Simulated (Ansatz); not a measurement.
`NC(F)=C=O` + H₂O → `O=C=C(O)F` + NH₃ at 700 K and 1 bar (formal hydrolysis of a C–N bond).

Computed with Ansatz on PBE0-D4/def2-TZVP structures; ΔE is electronic, products minus reactants. CCSD(T)/CBS adds triple-zeta CCSD(T) − MP2 to the extrapolated MP2 energy (def2 sets, frozen cores). This one scheme is used for every species. One conformer a species, not always the lowest.

```csv
species,CCSD(T)/CBS energy (Eh),H − E (kJ/mol),S (J/(mol·K))
`NC(F)=C=O`,-306.89773,168.6,381.0
H₂O,-76.37941,80.5,218.4
`O=C=C(O)F`,-326.75186,131.6,371.8
NH₃,-56.50880,116.9,226.5
```

H − E and S are ideal-gas, rigid-rotor, harmonic terms from PBE0-D4/def2-TZVP, for one conformer and one mirror image of each species. 1 Eh = 2625.50 kJ/mol, R = 8.31446 J/(mol·K).

Task: By hand: ΔE, ΔH, ΔS and ΔG.

Result: ΔE = (-326.75186) + (-56.50880) − (-306.89773) − (-76.37941) = 0.01648 Eh = 43.3 kJ/mol. Δ(H − E) = 131.6 + 116.9 − 168.6 − 80.5 = -0.6, so ΔH = 42.7 kJ/mol. ΔS = 371.8 + 226.5 − 381.0 − 218.4 = -1.1 J/(mol·K). ΔG = 42.7 − 700 × (-1.1)/1000 = 43.5 kJ/mol.

Task: By hand: the equilibrium constant, and the temperature at which ΔG would vanish if ΔH and ΔS stayed fixed.

Result: log₁₀ K = −ΔG/(RT ln 10) = -3.2. ΔH and −TΔS have one sign here, so there is no such temperature.

The number of gas molecules stays the same, so ΔS is small and ΔH decides. A doubt of 5 kJ/mol in ΔE shifts log₁₀ K by 0.4 here. Other conformers and mirror images would add mixing entropy, several J/(mol·K) or more a flexible species. These are equilibria of isolated gas molecules and say nothing of rates. Largest T1 diagnostic: 0.016 (customary marks: 0.02 for closed shells, 0.045 for open ones).

ΔS is within the doubt of such terms, so its sign, and with it that verdict, could turn.
